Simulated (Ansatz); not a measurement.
## A barrier at the coupled-cluster level

Start structure (CH$_{3}$S, doublet), relaxed at PBE0-D4/def2-TZVP:

H1  (-0.951, 0.258, -0.529)
C2  (0.029, 0.117, -0.059)
S3  (-0.060, -1.421, 0.837)
H4  (0.776, 0.082, -0.853)
H5  (0.205, 0.964, 0.604)
(Å)

The step: CH₃S ([CH3][S]) → CH₃S ([CH2][SH]); bonds formed: H1–S3; bonds broken: H1–C2. Program: Ansatz 0.2.0. Basis: def2-TZVPP and def2-QZVPP. Cores are frozen in the correlated methods; orbitals are unrestricted. Extrapolation: Hartree–Fock as exp(−7.88 √X), correlation as X^−2.97. Energies below are by CCSD(T) at an estimated basis limit (MP2 extrapolated from triple and quadruple zeta, plus CCSD(T) − MP2 in triple zeta).

Question: What are the electronic barrier and the energy of the step, from the start structure to the end structure? (To be estimated.)

Answer: Computed: Barrier 1.743 eV; step energy 0.442 eV (uphill); reverse barrier, their difference, 1.301 eV. Barrier and step energy count from the start structure, the reverse barrier from the end structure.

The saddle point: One imaginary mode of 1564i cm⁻¹.
```csv
pair,start (Å),saddle (Å),end (Å)
H1–S3,2.34,1.44,1.34
H1–C2,1.10,1.48,2.32
```

Zero-point energy (harmonic, PBE0-D4): ZPE is 0.968 eV at the start and 0.797 eV at the saddle, so the barrier goes from 1.743 to 1.572 eV.

First-order rate constant out of the start structure at 898 K by transition-state theory, with harmonic vibrational free energies alone and no tunnelling: ΔA‡ = 1.546 eV, so k = (kB T/h) exp(−ΔA‡/kB T) ≈ 10^5 s⁻¹ (an order of magnitude at best: rotation, the number of equivalent paths and anharmonicity are left out).

T1 diagnostic: at most 0.020. ⟨S²⟩ of the unrestricted Hartree–Fock references: 0.76 to 0.81 (a pure state has 0.75). The unrestricted reference is spin-contaminated, which hurts MP2 most.

Labels in which every atom is bracketed show which atoms are joined, not bond orders.

For scale, one of the runs: CCSD(T)/def2-TZVPP, 115 basis functions, launched by `ansatz run in.yaml --threads 2 --pin off --events-out ev --progress --plain --max-ram 4352MiB`. Time: 12 s of wall clock on 2 CPU threads of an Arm Neoverse V1; the host was shared. Peak host memory: 0.89 GiB.
